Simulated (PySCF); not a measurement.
**Spin–spin coupling constants**

Molfile (atoms numbered from 1):
```
C6H14
     RDKit          3D

 20 19  0  0  0  0  0  0  0  0999 V2000
    2.7591   -0.5813   -0.1098 C   0  0  0  0  0  0  0  0  0  0  0  0
    1.3735   -0.5658    0.5170 C   0  0  0  0  0  0  0  0  0  0  0  0
    0.3830    0.3019   -0.2485 C   0  0  0  0  0  0  0  0  0  0  0  0
   -1.0020    0.4407    0.3871 C   0  0  0  0  0  0  0  0  0  0  0  0
   -1.8510    1.4393   -0.3917 C   0  0  0  0  0  0  0  0  0  0  0  0
   -1.7237   -0.8970    0.5142 C   0  0  0  0  0  0  0  0  0  0  0  0
    2.7253   -0.9661   -1.1419 H   0  0  0  0  0  0  0  0  0  0  0  0
    3.4564   -1.2157    0.4582 H   0  0  0  0  0  0  0  0  0  0  0  0
    3.1905    0.4319   -0.1530 H   0  0  0  0  0  0  0  0  0  0  0  0
    1.4413   -0.2035    1.5586 H   0  0  0  0  0  0  0  0  0  0  0  0
    0.9938   -1.5992    0.5836 H   0  0  0  0  0  0  0  0  0  0  0  0
    0.2669   -0.0940   -1.2756 H   0  0  0  0  0  0  0  0  0  0  0  0
    0.8165    1.3113   -0.3674 H   0  0  0  0  0  0  0  0  0  0  0  0
   -0.8573    0.8445    1.4077 H   0  0  0  0  0  0  0  0  0  0  0  0
   -2.8351    1.5861    0.0800 H   0  0  0  0  0  0  0  0  0  0  0  0
   -1.3590    2.4223   -0.4583 H   0  0  0  0  0  0  0  0  0  0  0  0
   -2.0262    1.0853   -1.4217 H   0  0  0  0  0  0  0  0  0  0  0  0
   -1.1763   -1.6062    1.1527 H   0  0  0  0  0  0  0  0  0  0  0  0
   -2.7261   -0.7664    0.9509 H   0  0  0  0  0  0  0  0  0  0  0  0
   -1.8518   -1.3675   -0.4756 H   0  0  0  0  0  0  0  0  0  0  0  0
  1  2  1  0
  2  3  1  0
  3  4  1  0
  4  5  1  0
  4  6  1  0
  1  7  1  0
  1  8  1  0
  1  9  1  0
  2 10  1  0
  2 11  1  0
  3 12  1  0
  3 13  1  0
  4 14  1  0
  5 15  1  0
  5 16  1  0
  5 17  1  0
  6 18  1  0
  6 19  1  0
  6 20  1  0
M  END
```

Method: B3LYP/pcJ-1 (without the spin–dipole term)//PBE0-D3(BJ)/def2-SVP, PySCF; isolated molecule, single conformer, non-relativistic. Couplings are averaged over pairs made equivalent by symmetry, fast rotation or ring inversion, so a value needn't be that of the named pair in this geometry, while other rotamers aren't included; one pair stands for each set, and the list holds a selection of those of at least 1.5 Hz over up to four bonds.

Isotopes: 13C, 1H.

```
    pair  bonds  J (Hz)
  C1, C2      1    37.3
  C1, H7      1       ?
  C2, C3      1       ?
 C2, H10      1       ?
  C3, C4      1    36.1
 C3, H12      1   128.4
  C4, C5      1       ?
 C4, H14      1   128.5
 C5, H15      1   131.3
 C1, H10      2    -3.6
  C2, H7      2    -3.4
 C3, H10      2    -3.6
 C4, H12      2    -3.5
 C5, H14      2    -3.0
  H7, H8      2       ?
H10, H11      2   -14.4
  C1, C4      3     5.4
  C2, C5      3     3.1
 C2, H14      3       ?
  C3, H7      3     5.8
 C4, H10      3       ?
 C5, H12      3     4.4
 C5, H18      3       ?
 H7, H10      3     8.2
H10, H13      3     4.3
H12, H14      3     7.8
```

Question: Estimate the withheld couplings, with signs.

Answer: 
- 1J(C1,H7) = 131.4 Hz (bond length 1.102 Å, sp3 carbon)
- 1J(C2,C3) = 36.9 Hz (bond length 1.523 Å)
- 1J(C2,H10) = 129.4 Hz (bond length 1.105 Å, sp3 carbon)
- 1J(C4,C5) = 36.6 Hz (bond length 1.525 Å)
- 2J(H7,H8) = -13.9 Hz
- 3J(C2,H14) = 2.8 Hz (dihedral angle 57°)
- 3J(C4,H10) = 2.1 Hz (mean over equivalent pairs that range from 1.2 to 3.0 Hz in this conformer)
- 3J(C5,H18) = 5.9 Hz (mean over equivalent pairs that range from 2.5 to 12.3 Hz in this conformer)
